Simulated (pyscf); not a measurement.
**Routes from boron trichloride (Cl–B(Cl)–Cl) + ethylene (H₂C=CH₂)**

Candidate steps break at most two bonds and form at most two. Each was searched with GFN2-xTB (tblite) first. PySCF, gas phase, ωB97X-D3(BJ)/def2-SVP geometries. Energies: ωB97M-D3(BJ)/def2-TZVP, kJ/mol, from the separated reactants, singlet surface; ΔG‡ with ideal gas, 1 atm, RRHO with modes under 100 cm⁻¹ raised to 100, one conformer, R ln 2 for chiral ones without a mode under 150 cm⁻¹.

```csv
products,type,ΔE‡,ΔE,ΔG‡ 298 K,ΔG‡ 900 K,ν‡ (cm⁻¹)
Cl–CH₂–CH₂–B(Cl)–Cl,addition across a multiple bond or ene-type step,96.1,-25.1,146.3,239.4,387i
HCl + H₂C=CH–B(Cl)–Cl,four-centre exchange,170.7,+48.6,203.0,287.5,953i
```

Plain bond fissions and candidates not yet searched are not listed, and one of them may be faster. Each barrier is that of the saddle found; lower ones may exist.
